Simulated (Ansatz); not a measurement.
## CH₅MgN, SMILES [CH3][Mg][NH2]: a search for lower mean-field states, step by step

Computed with the Python package of Ansatz (0.2.0).

Interactive session:
```pycon
>>> import ansatz as az
>>> import numpy as np
>>> ch5mgn = (
...     az.Crystal.molecule()
...     .atom("C", (-1.0592, 1.2183, -0.6526))
...     .atom("Mg", (0.1194, -0.2592, 0.2658))
...     .atom("N", (1.2736, -1.7155, 1.1475))
...     .atom("H", (-1.8958, 0.7927, -1.1735))
...     .atom("H", (-0.5032, 1.8135, -1.4285))
...     .atom("H", (-1.478, 1.9811, 0.1094))
...     .atom("H", (2.3138, -1.3557, 1.152))
...     .atom("H", (1.3215, -2.5322, 0.5242))
... )
>>> symbols = [site.symbol for site in ch5mgn.cartesian_sites]
>>> start = np.array([site.position_ang for site in ch5mgn.cartesian_sites])
>>> for factor in [1.0, 1.25, 1.6]:
...     xyz = (start - start.mean(axis=0)) * factor
...     scaled = az.Crystal.molecule()
...     for symbol, place in zip(symbols, xyz):
...         scaled = scaled.atom(symbol, place.tolist())
...     setup = (
...         scaled.calculation()
...         .basis(gaussian="6-31G*")  # the orbital basis, by name
...         .functional("PBE0")
...         .spin("collinear")
...     )
...     for search in ("off", "standard"):
...         try:
...             report = setup.scf(lower_state_search=search).run(threads=1, backend="cpu").report
...         except az.AnsatzError as error:
...             print(f"x{factor} search {search}: {type(error).__name__}")
...             continue
...         state = report["mean_field"]["state"]
...         print(f"all distances x{factor}, search {search:8s} E = {report['free_energy_ev']:.5f} eV  <S^2> = {abs(state['spin_squared']):.3f}  other states met: {len(report['mean_field']['others'])}")
...
all distances x1.0, search off      E = -8046.10579 eV  <S^2> = 0.000  other states met: 0
all distances x1.0, search standard E = -8046.10579 eV  <S^2> = 0.000  other states met: 0
all distances x1.25, search off      E = -8039.35618 eV  <S^2> = 0.000  other states met: 0
all distances x1.25, search standard E = -8039.35618 eV  <S^2> = 0.000  other states met: 1
all distances x1.6, search off      E = -8027.54461 eV  <S^2> = 0.000  other states met: 0
all distances x1.6, search standard E = -8028.50781 eV  <S^2> = 1.404  other states met: 9
```

Reading the output:
- Total energies depend on the basis set; only differences at equal settings carry meaning.
- The count of other states can hold repeated and symmetry-equivalent ends of the search; scaling all distances is a test, and for more than two atoms no physical path.
- The geometry comes from a force field and isn't relaxed at this level.
- The expectation value of S² is noticeably off S(S+1) in at least one run, so that state is spin-contaminated.
- It ran for 19 s on 1 thread of Arm Neoverse V1 (shared host), peak memory 0.22 GiB.
